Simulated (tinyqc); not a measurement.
Inside a calculation. Method: CIS and TDHF on RHF in the sto-3g basis, frozen core, for H2O, spin multiplicity 1. One step of it, computed by the program tinyqc.

Problem. CIS matrix, triplets. A(ia,jb) = (e_a - e_i) d_ij d_ab - (ij|ab).

orbital energies (hartree): MO1 -20.237910, MO2 -1.274155, MO3 -0.628213, MO4 -0.451079, MO5 -0.391113, MO6 0.617594, MO7 0.764493

Two-electron integrals over orbitals (pq|rs), unique and non-zero (hartree); the lowest 1 orbital is frozen and left out:
```
(22|22) 0.728991    (32|32) 0.145949    (33|22) 0.647817    (33|33) 0.636899
(42|22) 0.006962    (42|33) 0.007243    (42|42) 0.123381    (43|32) 0.019132
(43|43) 0.046278    (44|22) 0.677987    (44|33) 0.602138    (44|42) -0.104930
(44|44) 0.792709    (52|52) 0.144084    (53|53) 0.029048    (54|52) -0.046608
(54|54) 0.056417    (55|22) 0.747178    (55|33) 0.631437    (55|42) -0.066573
(55|44) 0.733362    (55|55) 0.880159    (62|22) 0.143399    (62|33) 0.076154
(62|42) 0.020385    (62|44) 0.091870    (62|55) 0.160119    (62|62) 0.102303
(63|32) -0.041348   (63|43) -0.027735   (63|63) 0.071387    (64|22) 0.092584
(64|33) 0.042359    (64|42) -0.027513   (64|44) 0.118384    (64|55) 0.111939
(64|62) 0.061046    (64|64) 0.064997    (65|52) 0.060137    (65|54) -0.002551
(65|65) 0.039109    (66|22) 0.614696    (66|33) 0.572864    (66|42) 0.059909
(66|44) 0.548427    (66|55) 0.588734    (66|62) 0.095997    (66|64) 0.043759
(66|66) 0.596843    (72|32) 0.039153    (72|43) -0.033825   (72|63) 0.035677
(72|72) 0.061356    (73|22) 0.136748    (73|33) 0.090954    (73|42) -0.074904
(73|44) 0.162648    (73|55) 0.188865    (73|62) 0.077623    (73|64) 0.075146
(73|66) 0.037293    (73|73) 0.151340    (74|32) -0.076780   (74|43) 0.004114
(74|63) 0.043489    (74|72) -0.016737   (74|74) 0.068133    (75|53) 0.023683
(75|75) 0.024364    (76|32) 0.100379    (76|43) 0.045920    (76|63) -0.065312
(76|72) -0.010072   (76|74) -0.057381   (76|76) 0.116265    (77|22) 0.626325
(77|33) 0.613778    (77|42) -0.013684   (77|44) 0.612154    (77|55) 0.627502
(77|62) 0.070015    (77|64) 0.040641    (77|66) 0.567187    (77|73) 0.094364
(77|77) 0.622539
```

Give: CIS matrix A, triplet.

Solution.

CIS matrix A, triplet (hartree):
```
         2>6      2>7      3>6      3>7      4>6      4>7     5>6     5>7
2>6   1.2771   0.0000   0.0000  -0.1004  -0.0599   0.0000  0.0000  0.0000
2>7   0.0000   1.4123  -0.1004   0.0000   0.0000   0.0137  0.0000  0.0000
3>6   0.0000  -0.1004   0.6729   0.0000   0.0000  -0.0459  0.0000  0.0000
3>7  -0.1004   0.0000   0.0000   0.7789  -0.0459   0.0000  0.0000  0.0000
4>6  -0.0599   0.0000   0.0000  -0.0459   0.5202   0.0000  0.0000  0.0000
4>7   0.0000   0.0137  -0.0459   0.0000   0.0000   0.6034  0.0000  0.0000
5>6   0.0000   0.0000   0.0000   0.0000   0.0000   0.0000  0.4200  0.0000
5>7   0.0000   0.0000   0.0000   0.0000   0.0000   0.0000  0.0000  0.5281
```
